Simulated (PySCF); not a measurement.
## EPR parameters of 1,2,4,5-tetracyanobenzene radical anion

1,2,4,5-tetracyanobenzene radical anion, C₁₀H₂N₄ (charge -1 and doublet state).
Atom-mapped SMILES: `[N:1]#[C:2][c:3]1[cH:4][c:5]([C:6]#[N:7])[c:8]([C:9]#[N:10])[cH:11][c:12]1[C:13]#[N:14]` (hydrogens: H15 on C4; H16 on C11)

Identity: `N#Cc1cc(C#N)c(C#N)cc1C#N` (1,2,4,5-tetracyanobenzene radical anion) [SMILES of the parent framework; charge -1 and doublet state].

Method used: UKS B3LYP, IGLO-III on C N, pcH-1 on H, non-relativistic, mean-field spin-orbit, GIAO (PySCF). Isolated species at its PBE0-D3(BJ)/def2-SVP geometry, gas phase. Whether the extra electron is bound in the gas phase wasn't checked; a finite basis holds it in any case. The SCF solution wasn't tested for stability. No frequencies were computed at this geometry's level, so the symmetric structure isn't shown to be a minimum.

| Item | Value |
| --- | --- |
| g1, g2, g3 | 2.00219, 2.00295, 2.00308 |
| g_iso | 2.00274 |
| Form of g | rhombic: the two nearest values differ by 15 % of g3 − g1 |
| ⟨S²⟩ | 0.7641 (exact 0.7500) |
| α and β electrons | 46, 45 |
| Total energy | -601.51954 Eh |

Isotropic coupling and dipolar principal values T1 to T3, in G; ρ(0) is the spin density at the nucleus (MHz turned into gauss with g_iso; 10 G = 1 mT):

```json
{"atom": "N1", "isotope": "14N", "a_iso": "1.1", "T1": "-2.0", "T2": "-1.6", "T3": "3.6", "Mulliken spin population": "0.12", "ρ(0) (bohr⁻³)": "0.0097"}
{"atom": "C2", "isotope": "13C", "a_iso": "-6.4", "T1": "-1.2", "T2": "-0.6", "T3": "1.8", "Mulliken spin population": "-0.06", "ρ(0) (bohr⁻³)": "-0.0161"}
{"atom": "C3", "isotope": "13C", "a_iso": "4.8", "T1": "-7.1", "T2": "-6.7", "T3": "13.8", "Mulliken spin population": "0.24", "ρ(0) (bohr⁻³)": "0.0119"}
{"atom": "C4", "isotope": "13C", "a_iso": "-7.1", "T1": "-4.2", "T2": "1.7", "T3": "2.5", "Mulliken spin population": "-0.11", "ρ(0) (bohr⁻³)": "-0.0178"}
{"atom": "C5", "isotope": "13C", "a_iso": "4.7", "T1": "-7.0", "T2": "-6.7", "T3": "13.8", "Mulliken spin population": "0.24", "ρ(0) (bohr⁻³)": "0.0118"}
{"atom": "C6", "isotope": "13C", "a_iso": "-6.4", "T1": "-1.2", "T2": "-0.6", "T3": "1.8", "Mulliken spin population": "-0.06", "ρ(0) (bohr⁻³)": "-0.0161"}
{"atom": "N7", "isotope": "14N", "a_iso": "1.1", "T1": "-2.0", "T2": "-1.6", "T3": "3.6", "Mulliken spin population": "0.12", "ρ(0) (bohr⁻³)": "0.0097"}
{"atom": "C8", "isotope": "13C", "a_iso": "4.8", "T1": "-7.1", "T2": "-6.7", "T3": "13.8", "Mulliken spin population": "0.24", "ρ(0) (bohr⁻³)": "0.0119"}
{"atom": "C9", "isotope": "13C", "a_iso": "-6.4", "T1": "-1.2", "T2": "-0.6", "T3": "1.8", "Mulliken spin population": "-0.06", "ρ(0) (bohr⁻³)": "-0.0161"}
{"atom": "N10", "isotope": "14N", "a_iso": "1.1", "T1": "-2.0", "T2": "-1.6", "T3": "3.6", "Mulliken spin population": "0.12", "ρ(0) (bohr⁻³)": "0.0097"}
{"atom": "C11", "isotope": "13C", "a_iso": "-7.1", "T1": "-4.2", "T2": "1.7", "T3": "2.5", "Mulliken spin population": "-0.11", "ρ(0) (bohr⁻³)": "-0.0178"}
{"atom": "C12", "isotope": "13C", "a_iso": "4.7", "T1": "-7.0", "T2": "-6.7", "T3": "13.8", "Mulliken spin population": "0.24", "ρ(0) (bohr⁻³)": "0.0118"}
{"atom": "C13", "isotope": "13C", "a_iso": "-6.4", "T1": "-1.2", "T2": "-0.6", "T3": "1.8", "Mulliken spin population": "-0.06", "ρ(0) (bohr⁻³)": "-0.0161"}
{"atom": "N14", "isotope": "14N", "a_iso": "1.1", "T1": "-2.0", "T2": "-1.6", "T3": "3.6", "Mulliken spin population": "0.12", "ρ(0) (bohr⁻³)": "0.0097"}
{"atom": "H15", "isotope": "1H", "a_iso": "1.5", "T1": "-0.9", "T2": "-0.2", "T3": "1.2", "Mulliken spin population": "0.00", "ρ(0) (bohr⁻³)": "0.0009"}
{"atom": "H16", "isotope": "1H", "a_iso": "1.5", "T1": "-0.9", "T2": "-0.2", "T3": "1.2", "Mulliken spin population": "0.00", "ρ(0) (bohr⁻³)": "0.0009"}
```

The Mulliken spin populations are largest on C3 (+0.24), C8 (+0.24), C5 (+0.24) and C12 (+0.24). Four atoms exceed +0.15. The positive populations add up to 1.46 and the negative ones to -0.46, together 2S = 1.

Axes: g1 is normal to the molecular plane and g2 points within 1° of the C5–C8 bond.

Under fast tumbling the dipolar parts average out, and these isotropic splittings remain: 2 × 1H (H15/H16, I = 1/2, 3 lines) with 0.15 mT and 4 × 14N (N1/N7/N10/N14, I = 1, 9 lines) with 0.11 mT.

The 13C coupling of C4/C11 (mean -20.0 MHz) shows only in satellite lines or after enrichment, since that isotope makes up about 1.07 % of natural carbon.

β density exceeds α density at some nuclei, such as C4/C11 (-0.0178) and C2/C6/C9/C13 (-0.0161), spin density in bohr⁻³. In a single determinant that takes different orbitals for the two spins, that is spin polarisation.

Time: 6.0 min of wall time. Hardware: one thread, Arm Neoverse V1, no GPU, on a shared host.
